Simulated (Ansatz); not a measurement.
A calculation with Ansatz (development build ahead of 0.2.0).

```yaml
crystal:
  periodic: [false, false, false]
  atoms:
    - { symbol: C, position_ang: [-0.00137, -0.03693, -1.146] }
    - { symbol: S, position_ang: [-0.00681, -0.06133, 0.65633] }
    - { symbol: H, position_ang: [-0.00463, -1.08087, -1.48197] }
    - { symbol: H, position_ang: [-0.90617, 0.452, -1.54672] }
    - { symbol: H, position_ang: [0.90766, 0.45263, -1.54886] }
    - { symbol: H, position_ang: [-0.00815, 1.27249, 0.84855] }
basis:
  gaussian: { orbitals: cc-pVTZ }
hamiltonian:
  xc: hf
correlation:
  method: mp2
  frozen_orbitals: { C: 1, H: 0, S: 5 }
```

The input is written out in the form of the current development build from the run's settings.

The run gave:

- Converged: yes
- Reference energy: -437.75540 hartree
- Correlation energy: -0.36374 hartree
- Total energy: -438.11914 hartree
- Spin squared of the determinant: 0.000
